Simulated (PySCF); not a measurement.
H2P, SMILES [PH2], multiplicity 2. Atoms are numbered in the order given.

```xyz
3

P      0.0000     0.0000     0.1160
H      0.0000    -1.0212    -0.8702
H      0.0000     1.0212    -0.8702
```
Charge 0, spin multiplicity 2.

Coordinates come from a ωB97X-D3(BJ)/def2-TZVPD optimisation. The isomer is the one that the SMILES or the coordinates give; other isomers of the formula were not compared.

The numbers are results of CAM-B3LYP/def2-TZVPD in PySCF, not measurements.

Mulliken values depend strongly on the basis, most of all with diffuse functions as here. ESP charges are fitted to the potential on shells at 1.4 to 2.0 van der Waals radii. Atomic charges (e):

```tsv
atom	Mulliken	ESP fit	meta-Löwdin	Mulliken spin
P1	-0.09	(withheld)	-0.02	1.05
H2	0.04	(withheld)	0.01	-0.03
H3	0.04	(withheld)	0.01	-0.03
```

Task: Fill in the missing entries. (The exact figures need the calculation; the answer reports its results.)

Result: 
- P1, ESP fit: -0.12
- H2, ESP fit: 0.06
- H3, ESP fit: 0.06
